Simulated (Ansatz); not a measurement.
# What a trial cell of Zn2Sb relaxes into

Theory: DFT PBE, scalar-relativistic, plane waves, PAW (Ansatz 0.2.0). Cutoff 420 eV, Γ-centred k mesh, Gaussian smearing, no spin polarisation in the final step.

The start puts Zn2Sb on the Cu2Sb structure type (P4/nmm, No. 129), with Zn in place of Cu, at a guessed volume.

```
CELL_PARAMETERS angstrom
4.08007 0.00000 0.00000
0.00000 4.08007 0.00000
0.00000 0.00000 6.22538
ATOMIC_POSITIONS crystal
Zn 0.00000 0.00000 0.00000
Zn 0.50000 0.50000 0.00000
Zn 0.00000 0.50000 0.27000
Zn 0.50000 0.00000 0.73000
Sb 0.00000 0.50000 0.70000
Sb 0.50000 0.00000 0.30000
```

Cell and atoms relax at zero pressure; the relaxation can't lower the symmetry of the start. After a coarse first stage the cell is made exact in the group found at 0.06 Å.

Formation energies are uncorrected and refer to the elements' standard structures at the same level.

(1) Which crystal results?

(2) What are its volume, energy, density and gap?

Results:

(1) It keeps P4/nmm (No. 129). The result has the Cu2Sb structure. Conventional cell: a = 4.710 Å, c = 5.898 Å. Zn on Wyckoff site a (2 atoms of the primitive cell) has 4 Zn at 2.83 Å, 4 Sb at 2.84 Å and 4 Zn at 3.33 Å; Zn on Wyckoff site c (2 atoms of the primitive cell) has 1 Sb at 2.73 Å, 4 Zn at 2.83 Å, 1 Sb at 3.16 Å and 4 Sb at 3.33 Å; Sb has 5 Zn at 2.73–2.84 Å, 1 Zn at 3.16 Å and 4 Zn at 3.33 Å.

```cif
data_structure
_symmetry_space_group_name_H-M 'P4/nmm:1'
_symmetry_Int_Tables_number 129
_cell_length_a 4.7104
_cell_length_b 4.7104
_cell_length_c 5.8983
_cell_angle_alpha 90.000
_cell_angle_beta 90.000
_cell_angle_gamma 90.000
_cell_volume 130.87
loop_
_atom_site_label
_atom_site_type_symbol
_atom_site_symmetry_multiplicity
_atom_site_Wyckoff_symbol
_atom_site_fract_x
_atom_site_fract_y
_atom_site_fract_z
_atom_site_occupancy
Zn1 Zn 2 a 0.00000 0.00000 0.00000 1
Zn2 Zn 2 c 0.00000 0.50000 0.26750 1
Sb1 Sb 2 c 0.00000 0.50000 0.73114 1
```

(2) The volume per atom is 21.81 Å³ and the density is 6.41 g/cm³. The energy over the elements is 0.14 eV/atom and the gap on the 8×8×8 mesh is 0 eV (a metal).

The final run used a 8×8×8 mesh on its 6-atom cell and 0.10 eV smearing. The k mesh leaves about 4 meV/atom of noise in metals. Spin–orbit coupling is left out. Symmetry constrained the relaxation, so the result can be a saddle point.

Cost: 4 runs of about 5 core-minutes in all, on Intel Xeon 6975P-C (Granite Rapids) (shared hosts).